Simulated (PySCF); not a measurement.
**The bond of CO+, level by level**

The task here is to estimate one member of a computed series from the others.

Method: C jorge-DZP-DKH, O jorge-DZP-DKH, spin-free X2C with a Gaussian nucleus; program: PySCF 2.14.0.

The first run:

Settings of the job:

```json
{
 "atoms": "C, O",
 "charge": "1",
 "basis": "C jorge-DZP-DKH, O jorge-DZP-DKH",
 "Hamiltonian": "spin-free X2C with a Gaussian nucleus",
 "basis functions": "30",
 "electrons treated": "13",
 "masses in u": "12.0000, 15.9949",
 "levels": "PBE0, PBE, r²SCAN, PBEsol, B3LYP, B97-3, CAM-B3LYP, HF, MP2, SCS-MP2, CCSD, CCSD(T)",
 "grid": "80 radial by 434 angular points",
 "occupations": "held fixed by the projection of orbital angular momentum",
 "dissociation limit": "C+ + O, each in its ground configuration",
 "starting distance in angstrom": "1.410",
 "values of 2S to try": "1, 3"
}
```

Launch:

```console
OMP_NUM_THREADS=1 python dia.py task.json out
```

Among the steps run: Set-up; The PBE0 curve of the state that the search chose; Higher solutions at PBE0; PBE; r²SCAN (meta-GGA); PBEsol (GGA); B3LYP (global hybrid GGA); B97-3 (global hybrid GGA); CAM-B3LYP; ROHF (mean field); MP2 and coupled cluster.

One table of the session follows, with a row left open; its other results are not shown here.

Energy (eV) from each level's lowest point:

| R (Å) | ROHF | ROHF-MP2 | ROHF-SCS-MP2 | ROHF-CCSD | ROHF-CCSD(T) |
| --- | --- | --- | --- | --- | --- |
| 0.965 | 1.749 | 2.782 | 2.706 | n/a | n/a |
| 1.010 | 0.628 | 1.367 | 1.305 | 1.198 | 1.299 |
| 1.055 | 0.100 | 0.524 | 0.479 | 0.406 | 0.470 |
| 1.088 | 0.000 | 0.177 | 0.146 | 0.105 | 0.140 |
| 1.122 | 0.097 | 0.015 | 0.000 | 0.000 | 0.000 |
| 1.156 | 0.349 | 0.000 | 0.001 | 0.050 | 0.012 |
| 1.200 | 0.863 | 0.150 | 0.175 | 0.299 | 0.206 |
| 1.257 | ? | ? | ? | ? | ? |
| 1.324 | 2.844 | 1.191 | 1.276 | 1.630 | 1.351 |
| 1.414 | 4.343 | 2.456 | 2.540 | n/a | n/a |

Q: Estimate the row for R (Å) = 1.257 from the others.

Worked estimate for «ROHF». A straight line through the neighbours (1.200, 0.863) and (1.324, 2.844) gives 0.863 + (2.844 − 0.863) × (1.257 − 1.200) / (1.324 − 1.200) = 1.774; a parabola fitted to 4 rows on both sides gives 1.753.

As computed: ROHF: 1.699; ROHF-MP2: 0.532; ROHF-SCS-MP2: 0.586; ROHF-CCSD: 0.820; ROHF-CCSD(T): 0.647. In «ROHF» the line misses by +0.075 and the parabola by +0.054.
